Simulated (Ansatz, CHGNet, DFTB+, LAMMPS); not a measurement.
## fcc Cu, elastic constant C44

Reference value: 81.8 GPa (measured, 0 K, extrapolated to 0 K; zero-point effects included; as tabulated in Malica and Corso (2021), arXiv:2109.00459).

| level (code) | value (GPa) | cell (Å³/atom) |
|---|---|---|
| Lennard-Jones jacobson2022 (LAMMPS) | 309 | 11.66 |
| GFN1-xTB as cut by DFTB+ | 22.1 | 13.63 |
| CHGNet-r²SCAN | 59.3 | 11.45 |
| LDA (Ansatz) | 102 | 10.89 |
| BLYP (Ansatz) | 53.7 | 12.69 |
| PBE (Ansatz) | 80.6 | 11.95 |
| PBEsol (Ansatz) | … | 11.31 |
| revPBE (Ansatz) | … | 12.26 |
| PBE-D3(BJ) (Ansatz) | 101 | 11.31 |
| r²SCAN (Ansatz) | … | 11.44 |
| r²SCAN+rVV10 (Ansatz) | 99.0 | 11.29 |
| HSE06 (Ansatz) | … | 11.98 |

Task: Complete the blanks.

Result: 
- PBEsol (Ansatz, a quantum-chemistry and plane-wave program), value (GPa): 95.9
- revPBE (Ansatz), value (GPa): 75.3
- r²SCAN (Ansatz), value (GPa): 93.7
- HSE06 (Ansatz), value (GPa): 84.4

Differences against the reference: Lennard-Jones jacobson2022 +278 %, GFN1-xTB as cut by DFTB+ -73 %, CHGNet-r²SCAN -28 %, LDA +25 %, BLYP -34 %, PBE -1.5 %, PBEsol +17.2 %, revPBE -7.9 %, PBE-D3(BJ) +23 %, r²SCAN +14.5 %, r²SCAN+rVV10 +21 %, HSE06 +3.2 %.

Once the reference is moved by up to 3.3 % (a margin picked here for doubts on the reference and the settings, and for temperature and zero-point motion) and values within 1.7 % count as equal, the nearest can be PBE (-1.5 %) or HSE06 (+3.2 %). Farthest off among them: Lennard-Jones jacobson2022 (+278 %).

The measured value isn't corrected to a static lattice, so vibrations enter the comparison.  GFN1-xTB as cut by DFTB+: the method was fitted mainly to molecules. GFN1-xTB as cut by DFTB+: codes differ in how they cut the long-range tail of xTB's charge interaction in a crystal, so the value belongs to this code. PBE-D3(BJ): the dispersion coefficients are held fixed in the derivatives. HSE06: hybrids on metals are sensitive to the k mesh. HSE06: the run warned that the count of filled bands differs between k points. Each level is taken at its own relaxed cell. Cutoffs and k meshes differ between the levels. Ansatz's density-functional and Hartree–Fock values are scalar-relativistic unless marked +SOC, with PAW data made under PBE.

Empirical potentials (Lennard-Jones jacobson2022) are fitted to chosen data: where that held the value shown, agreement is built in, and what lay outside the fit can be far off. Machine-learned potentials (CHGNet-r²SCAN) are trained on DFT data: a solid inside that data is no test of them.

Differences are worked out from the printed values.
